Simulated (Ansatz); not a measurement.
**CH₆BSi radical: one species, many methods**

The task here is to estimate one member of a computed series from the others.

Method: functionals in def2-TZVPP, the program's frozen cores in correlated methods; program: Ansatz 0.2.0, Gaussian basis.

Levels to be run: LDA (SPW92), PBE-D4, revPBE-D4, BLYP-D4, r2SCAN-D4, B97M-V, PBE0-D4, B3LYP-D4, r2SCANh-D4, r2SCAN0-D4, HSE06-D4, BHLYP-D4, CAM-B3LYP-D4, LC-ωPBE, ωB97X-V, ωB97M-V, B2PLYP, PBE-QIDH; CCSD(T)/def2-SVP; CCSD(T)/def2-TZVPP; MP2/def2-QZVPP; extrapolation to the limit; RPA on PBE.

### The relaxed structure

An earlier PBE0-D4 in a triple-zeta def2 set relaxation fixed the geometry.

SMILES `C[B][SiH3]`, 9 atoms, charge 0, spin multiplicity 2.

Atoms are counted from 1 here; the program's logs count them from 0.

Bond lengths: C1–B2 1.531 Å, C1–H4 1.096 Å, C1–H5 1.093 Å, C1–H6 1.104 Å, B2–Si3 1.979 Å, Si3–H7 1.490 Å, Si3–H8 1.497 Å, Si3–H9 1.490 Å. Angles: B2–C1–H4 114.7°, B2–C1–H5 115.4°, B2–C1–H6 103.7°, H4–C1–H5 109.7°, H4–C1–H6 105.9°, H5–C1–H6 106.4°, C1–B2–Si3 143.4°, B2–Si3–H7 107.8°, B2–Si3–H8 118.1°, B2–Si3–H9 107.4°, H7–Si3–H8 107.4°, H7–Si3–H9 108.3°, H8–Si3–H9 107.5°.

Set-up of the first run:

Input file in.yaml:

```yaml
crystal:
  periodic: [false, false, false]
  atoms:
    - {symbol: C, position_ang: [-0.713673, 1.080702, -1.086258]}
    - {symbol: B, position_ang: [0.356554, 0.485352, -0.168072]}
    - {symbol: Si, position_ang: [0.763473, -1.054123, 1.006519]}
    - {symbol: H, position_ang: [-1.311173, 0.342170, -1.632898]}
    - {symbol: H, position_ang: [-0.363775, 1.854206, -1.774607]}
    - {symbol: H, position_ang: [-1.410262, 1.576895, -0.388329]}
    - {symbol: H, position_ang: [2.079163, -1.612282, 0.585072]}
    - {symbol: H, position_ang: [-0.212524, -2.188093, 1.046121]}
    - {symbol: H, position_ang: [0.900717, -0.531129, 2.395454]}
basis:
  gaussian: {orbitals: def2-TZVPP}
magnetization: {spin_polarized: true, initial_magnetization: 1}
hamiltonian: {xc: lda}
output: {orbitals: {seedname: orbitals}}
```

Steps of the session up to this table: LDA; PBE-D4 (GGA); revPBE-D4 (GGA); BLYP-D4 (GGA); r2SCAN-D4 (meta-GGA); B97M-V (meta-GGA); PBE0-D4 (hybrid); B3LYP-D4 (hybrid); r2SCANh-D4 (hybrid); r2SCAN0-D4 (hybrid); HSE06-D4 (hybrid); BHLYP-D4 (hybrid); CAM-B3LYP-D4 (range-separated); LC-ωPBE-D4 (range-separated; the results give it without D4); ωB97X-V (range-separated); ωB97M-V (range-separated); B2PLYP (double hybrid); PBE-QIDH (double hybrid).

One table of the session follows, with a row left open; its other results are not shown here.

It belongs to the step «Frontier levels by functional». 

| functional | HOMO (eV) | LUMO (eV) | gap (eV) |
| --- | --- | --- | --- |
| LDA (SPW92) | -3.99 | -3.22 | 0.77 |
| PBE-D4 | -4.07 | -3.00 | 1.06 |
| revPBE-D4 | -4.05 | -2.92 | 1.13 |
| BLYP-D4 | -3.88 | -2.77 | 1.12 |
| r2SCAN-D4 | -4.40 | -2.72 | 1.68 |
| B97M-V | -4.17 | -2.86 | 1.30 |
| PBE0-D4 | -5.20 | -2.01 | 3.19 |
| B3LYP-D4 | -4.94 | -2.15 | 2.79 |
| r2SCANh-D4 | ? | ? | ? |
| r2SCAN0-D4 | -5.45 | -1.85 | 3.60 |
| HSE06-D4 | -4.80 | -2.40 | 2.41 |
| BHLYP-D4 | -6.18 | -0.83 | 5.34 |
| CAM-B3LYP-D4 | -6.44 | -0.77 | 5.67 |
| LC-ωPBE | -7.89 | 0.32 | 8.21 |
| ωB97X-V | -7.34 | 0.29 | 7.63 |
| ωB97M-V | -7.03 | 0.00 | 7.02 |

**Question.** Estimate the row for r2SCANh-D4.

Worked estimate for «HOMO (eV)». Against the share of exact exchange, r2SCAN-D4 (0, -4.40), r2SCAN0-D4 (0.25, -5.45) give a slope of -4.20 per unit share; at 0.1 the line stands at -4.82.

**Answer.** HOMO (eV): -4.82; LUMO (eV): -2.37; gap (eV): 2.45. In «HOMO (eV)» the line misses by 0.00.
